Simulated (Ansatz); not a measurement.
# CHSi (doublet): wave-function methods side by side at distance Si1–C2 = 4.548 Å, cc-pVDZ

One table from this session's results is given with a row withheld; the runs are named, their logs left out.

Method: cc-pVDZ, core rule «outside noble gas», up to 6 orbitals frozen; program: Ansatz 0.2.0, Gaussian basis.

Plan: UHF; CCSD(T) on UHF; BCCD(T) on ROHF; CISD; CCSDT(Q) on UHF; CASSCF and MRCISD+Q, 3 electrons in 3 orbitals; CASSCF and NEVPT2, 3 electrons in 3 orbitals; CASSCF and MRCISD+Q, 9 electrons in 9 orbitals; CASSCF and NEVPT2, 9 electrons in 9 orbitals.

26 further runs of the same task are left out: 6 for a known fault of the program, 3 for a mislabelled method, 12 that didn't finish, 5 set aside as unsound or not needed.

**The system**

The geometry derives from a PBE0/def2-TZVP stationary point (not a proven minimum). One bond is set to the value named and the two fragments are kept rigid.

3 atoms, charge 0, spin multiplicity 2.

Atoms are counted from 1 here; the program's logs count them from 0.

Bond lengths: C2–H3 1.079 Å.

The first run:

in.yaml reads:

```yaml
crystal:
  periodic: [false, false, false]
  atoms:
    - {symbol: Si, position_ang: [0.000000, 0.000000, -3.391808]}
    - {symbol: C, position_ang: [0.000000, 0.000000, 1.156192]}
    - {symbol: H, position_ang: [0.000000, 0.000000, 2.235615]}
basis:
  gaussian: {orbitals: cc-pVDZ}
magnetization: {spin_polarized: true, initial_magnetization: 1}
hamiltonian: {xc: hf}
output: {orbitals: {seedname: orbitals}}
```

Run with:

```bash
$ ansatz run in.yaml --threads 1 --pin off --events-out ev --progress --plain --max-ram 2393MiB
```

Among the steps run: UHF; CCSD(T) on UHF; BCCD(T) on ROHF; CISD; CCSDT(Q) on UHF; CASSCF and MRCISD+Q, 3 electrons in 3 orbitals; CASSCF and NEVPT2, 3 electrons in 3 orbitals; CASSCF and MRCISD+Q, 9 electrons in 9 orbitals; CASSCF and NEVPT2, 9 electrons in 9 orbitals.

One table of the session follows, with a row left open; its other results are not shown here.

It belongs to the step «Misses and costs». 

```
          method  from UCCSDT(Q) (meV)
            UMP2               +1311.2
           UCCSD                +103.1
        UCCSD(T)                 +27.3
         BCCD(T)                 +28.6
          UCCSDT                  +2.7
       UCCSDT(Q)                     0
     CASSCF pair               +4883.2
     NEVPT2 pair               +1262.9
     MRCISD pair                +445.6
   MRCISD+Q pair                 -45.6
  CASSCF valence                     ?
  NEVPT2 valence                +956.9
  MRCISD valence                +238.9
MRCISD+Q valence                  +3.0
```

**Question.** Estimate the row for CASSCF valence.

The run gave: from UCCSDT(Q) (meV): +3429.4. In the column «from UCCSDT(Q) (meV)» it lies between UMP2 (+1311.2) and CASSCF pair (+4883.2).

Not comparable, so not listed: CISD (they don't share determinant, frozen orbitals or solution with the rows shown, or repeat one).

To keep in mind: The determinant is far from a pure spin state, so its energy mixes those of several spin states (harmless only where they are near-degenerate, as at dissociation). The report flags that the cluster equations may have other roots. Left out of the table: UHF (another determinant or state than the rows shown). The program flags BCCD(T) as in doubt, so those rows may rest on another solution; read them beside their warnings. Warnings: spin contamination; coupled cluster took another determinant than the lowest.
